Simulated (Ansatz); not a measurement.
A made-up structure of C₂H₅Si, doublet:

C1  (-0.921, 0.699, -0.690)
C2  (0.182, 0.581, 0.058)
Si3  (0.650, -0.944, 0.969)
H4  (-1.597, -0.137, -0.850)
H5  (-1.190, 1.633, -1.176)
H6  (0.811, 1.461, 0.185)
H7  (2.120, -1.148, 1.055)
H8  (0.821, -0.259, 0.161)
(Å)

It is relaxed with PBE-D4/def2-SVP and then PBE0-D4/def2-TZVP (Ansatz 0.2.0). Atoms count as bonded within 1.22 times the sum of their covalent radii (H–H: 0.88 Å). The end point is not checked to be a true minimum.

Problem. Does its bonding change? (A judgement: the text doesn't fix the answer.)

Solution. Computed: Yes. Formed: none; broken: Si3–H8.

Where it ends: The first stage lowers the energy by 5.59 eV in 10 steps. It ends as C₂H₅Si ([CH2][CH2][SiH]):
```xyz
8
angstrom
C -0.9383 0.7003 -0.6650
C 0.3164 0.3964 -0.0379
Si 0.5116 -0.9980 1.2623
H -1.6187 -0.0881 -0.9632
H -1.2782 1.7227 -0.7614
H 0.9990 1.2383 0.0734
H 1.9986 -0.6930 1.4394
H 0.8860 -0.3913 -0.6347
```

Labels in which every atom is bracketed show which atoms are joined, not bond orders.

For scale, one of the runs: PBE0-D4/def2-TZVP relaxation, 129 basis functions, launched by `ansatz run in.yaml --threads 2 --pin off --events-out ev --progress --plain --max-ram 4352MiB`. The run took about 22 s on 2 CPU threads of an Intel Xeon 6975P-C (shared host).
